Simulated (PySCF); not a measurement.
# The bond of AlS, level by level, part 2 of 2

PySCF 2.14.0; Al 6-31G(d,p), S 6-31G(d,p); no relativity. Earlier steps stand in the parts before.

### Step 12. UHF (mean field)

The SCF at the reference distance, 2.047 Å, printed:

```text
******** <class 'pyscf.scf.uhf_symm.SymAdaptedUHF'> ********
method = SymAdaptedUHF
[... 11 set-up lines left out, the same as in an earlier log ...]
max_memory 909 MB (current use 275 MB)
[... 1 set-up line left out, the same as in an earlier log ...]
Overwritten attributes  get_k get_occ get_j get_hcore get_jk  of <class 'pyscf.scf.uhf_symm.SymAdaptedUHF'>
[... 1 set-up line left out, the same as in an earlier log ...]
init E= -639.410028082899
cycle= 1 E= -639.417939465387  delta_E= -0.00791  |g|= 0.0243  |ddm|= 0.155
cycle= 2 E= -639.418649109965  delta_E= -0.00071  |g|= 0.00979  |ddm|= 0.0583
cycle= 3 E= -639.418819927839  delta_E= -0.000171  |g|= 0.00626  |ddm|= 0.025
cycle= 4 E= -639.418890815216  delta_E= -7.09e-05  |g|= 0.00173  |ddm|= 0.0224
cycle= 5 E= -639.418902265732  delta_E= -1.15e-05  |g|= 0.000969  |ddm|= 0.00793
cycle= 6 E= -639.41890662203  delta_E= -4.36e-06  |g|= 0.000598  |ddm|= 0.00434
cycle= 7 E= -639.418909215839  delta_E= -2.59e-06  |g|= 0.000173  |ddm|= 0.00534
cycle= 8 E= -639.418909408264  delta_E= -1.92e-07  |g|= 7.08e-05  |ddm|= 0.00151
cycle= 9 E= -639.418909444621  delta_E= -3.64e-08  |g|= 5.22e-05  |ddm|= 0.00043
cycle= 10 E= -639.418909476531  delta_E= -3.19e-08  |g|= 3e-05  |ddm|= 0.000537
cycle= 11 E= -639.418909487254  delta_E= -1.07e-08  |g|= 6.68e-06  |ddm|= 0.000461
cycle= 12 E= -639.418909487453  delta_E= -1.99e-10  |g|= 1.76e-06  |ddm|= 5.62e-05
Extra cycle  E= -639.418909487457  delta_E= -4.32e-12  |g|= 9.42e-07  |ddm|= 3.89e-06
converged SCF energy = -639.418909487457  <S^2> = 0.77215852  2S+1 = 2.0220371
```

Re = 2.026 Å, ωe = 611 cm⁻¹, ωexe = 6.84 cm⁻¹, αe = 0.00266 cm⁻¹, Be = 0.2807 cm⁻¹, De = 2.40 eV, μ = -5.04 D. 0.55 s of CPU time for 12 points, integrals apart.

### Step 13. Adding correlation

Reference: UHF; core orbitals frozen: 10.

Log of the coupled-cluster run at 2.047 Å:

```text
******** <class 'pyscf.cc.uccsd.UCCSD'> ********
CC2 = 0
CCSD nocc = (np.int64(5), np.int64(4)), nmo = (26, 26)
frozen orbitals [[0, 1, 2, 3, 4, 5, 6, 7, 8, 9], [0, 1, 2, 3, 4, 5, 6, 7, 8, 9]]
max_cycle = 80
direct = 0
conv_tol = 1e-07
conv_tol_normt = 1e-05
diis_space = 8
diis_start_cycle = 0
diis_start_energy_diff = 1e+09
max_memory 909 MB (current use 285 MB)
Init t2, MP2 energy = -0.156501847240624
Init E_corr(UCCSD) = -0.156501847241648
cycle = 1  E_corr(UCCSD) = -0.165860506449976  dE = -0.00935865921  norm(t1,t2) = 0.0992329
cycle = 2  E_corr(UCCSD) = -0.172454881421833  dE = -0.00659437497  norm(t1,t2) = 0.0360282
cycle = 3  E_corr(UCCSD) = -0.173243829715348  dE = -0.000788948294  norm(t1,t2) = 0.0266831
cycle = 4  E_corr(UCCSD) = -0.17578321345122  dE = -0.00253938374  norm(t1,t2) = 0.0140359
cycle = 5  E_corr(UCCSD) = -0.175559095036279  dE = 0.000224118415  norm(t1,t2) = 0.0026882
cycle = 6  E_corr(UCCSD) = -0.175591862786195  dE = -3.27677499e-05  norm(t1,t2) = 0.000786105
cycle = 7  E_corr(UCCSD) = -0.175611866829667  dE = -2.00040435e-05  norm(t1,t2) = 0.000342369
cycle = 8  E_corr(UCCSD) = -0.175606763106344  dE = 5.10372332e-06  norm(t1,t2) = 0.000141426
cycle = 9  E_corr(UCCSD) = -0.175606709079812  dE = 5.40265317e-08  norm(t1,t2) = 7.56551e-05
cycle = 10  E_corr(UCCSD) = -0.175607659927723  dE = -9.50847911e-07  norm(t1,t2) = 3.7062e-05
cycle = 11  E_corr(UCCSD) = -0.175607812918526  dE = -1.52990803e-07  norm(t1,t2) = 1.73627e-05
cycle = 12  E_corr(UCCSD) = -0.175607652184145  dE = 1.60734381e-07  norm(t1,t2) = 6.9999e-06
cycle = 13  E_corr(UCCSD) = -0.175607729814116  dE = -7.76299712e-08  norm(t1,t2) = 2.96908e-06
UCCSD converged
E(UCCSD) = -639.5945172172713  E_corr = -0.1756077298141162
UCCSD(T) correction = -0.00941464977191325
```

Correlation energy (eV) along the bond:

```csv
R (Å),MP2,SCS-MP2,CCSD,CCSD(T),T1
1.760,-4.162,-4.041,n/a,n/a,n/a
1.842,-4.200,-4.082,-4.686,-4.908,0.029
1.924,-4.237,-4.122,-4.725,-4.963,0.031
1.986,-4.256,-4.147,-4.754,-5.002,0.033
2.047,-4.259,-4.157,-4.779,-5.035,0.034
2.108,-4.233,-4.141,-4.795,-5.054,0.037
2.190,-4.148,-4.077,-4.795,-5.050,0.043
2.293,-4.010,-3.970,-4.757,-5.002,0.049
2.416,-3.867,-3.861,-4.681,-4.914,0.050
2.579,-3.736,-3.762,n/a,n/a,n/a
```

UHF-MP2: Re = 2.025 Å, ωe = 716 cm⁻¹, Be = 0.2810 cm⁻¹, De = 3.79 eV.

UHF-SCS-MP2: Re = 2.030 Å, ωe = 698 cm⁻¹, Be = 0.2797 cm⁻¹, De = 3.58 eV.

UHF-CCSD: Re = 2.044 Å, ωe = 612 cm⁻¹, ωexe = 3.48 cm⁻¹, αe = 0.00188 cm⁻¹, Be = 0.2757 cm⁻¹, De = 3.43 eV.

UHF-CCSD(T): Re = 2.048 Å, ωe = 625 cm⁻¹, ωexe = 3.49 cm⁻¹, αe = 0.00169 cm⁻¹, Be = 0.2746 cm⁻¹, De = 3.64 eV.

### Step 14. The curves together

Energy (eV) from each level's lowest point:

| R (Å) | UHF | UHF-MP2 | UHF-SCS-MP2 | UHF-CCSD | UHF-CCSD(T) | PBE | PW91 | r²SCAN | B3LYP | PBE0 | BHandHLYP | ωB97X |
| --- | --- | --- | --- | --- | --- | --- | --- | --- | --- | --- | --- | --- |
| 1.760 | 1.201 | 1.298 | 1.316 | n/a | n/a | 1.402 | 1.386 | 1.295 | 1.357 | 1.283 | 1.246 | 1.219 |
| 1.842 | 0.492 | 0.550 | 0.567 | 0.584 | 0.618 | 0.645 | 0.635 | 0.563 | 0.617 | 0.559 | 0.537 | 0.516 |
| 1.924 | 0.126 | 0.148 | 0.160 | 0.179 | 0.197 | 0.218 | 0.213 | 0.167 | 0.204 | 0.167 | 0.158 | 0.143 |
| 1.986 | 0.013 | 0.016 | 0.024 | 0.038 | 0.046 | 0.058 | 0.056 | 0.032 | 0.052 | 0.033 | 0.030 | 0.022 |
| 2.047 | 0.000 | 0.000 | 0.000 | 0.000 | 0.000 | 0.000 | 0.000 | 0.000 | 0.000 | 0.000 | 0.000 | 0.000 |
| 2.108 | 0.053 | 0.079 | 0.069 | 0.037 | 0.034 | 0.019 | 0.021 | 0.046 | 0.023 | 0.043 | 0.042 | 0.053 |
| 2.190 | 0.184 | 0.294 | 0.263 | 0.167 | 0.169 | 0.132 | 0.136 | 0.194 | 0.136 | 0.183 | 0.174 | 0.201 |
| 2.293 | 0.390 | 0.638 | 0.577 | 0.411 | 0.423 | 0.364 | 0.369 | 0.465 | 0.359 | 0.441 | 0.410 | 0.459 |
| 2.416 | 0.665 | 1.056 | 0.961 | 0.762 | 0.786 | 0.710 | 0.716 | 0.849 | 0.686 | 0.806 | 0.738 | 0.809 |
| 2.579 | 1.049 | 1.571 | 1.444 | n/a | n/a | 1.199 | 1.205 | 1.372 | 1.139 | 1.303 | 1.185 | 1.275 |

### Step 15. Constants by level of theory

The summary covers parts 1 to 2.

Lowest PBE0 solution found, without spin–orbit coupling: ²Σ⁺ (doublet), unpaired electrons σ ↑. State 2 has its PBE0 minimum 0.56 eV higher. State 3 has its PBE0 minimum 2.85 eV higher. The other levels ran on the lowest alone.

```csv
level,Re (Å),ωe (cm⁻¹),De (eV),μ (D)
UHF,2.026,611,2.40,-5.04
UHF-MP2,2.025,716,3.79,n/a
UHF-SCS-MP2,2.030,698,3.58,n/a
UHF-CCSD,2.044,612,3.43,n/a
UHF-CCSD(T),2.048,625,3.64,n/a
PBE,2.060,599,4.34,-3.51
PW91,2.058,599,4.36,-3.51
r²SCAN,2.038,631,4.37,-3.92
B3LYP,2.056,592,3.96,-3.75
PBE0,2.040,621,4.10,-3.93
BHandHLYP,2.039,606,3.66,-4.17
ωB97X,2.031,626,3.97,-4.12
```

De is counted to Al + S in their ground configurations. A positive dipole means Al(−)S(+).

Time per point (s) on 1 thread, shared host (CPU time, shared integrals of 0.085 s apart; correlated levels include their reference; CCSD comes with the CCSD(T) run); the times are rough: UHF 0.046, UHF-MP2 0.067, UHF-SCS-MP2 0.067, UHF-CCSD(T) 0.49, PBE 0.4, PW91 0.31, r²SCAN 0.57, B3LYP 0.45, PBE0 0.63, BHandHLYP 0.32, ωB97X 0.47.

What this shows: Bond lengths run from 2.025 Å (UHF-MP2) to 2.060 Å (PBE). Among the levels with a De in the table, it runs from 2.40 eV (UHF) to 4.37 eV (r²SCAN).

Correlated steps freeze 10 core orbitals. T1 is 0.034 near the minimum (highest on the curve 0.050), which may point to more than one leading configuration.
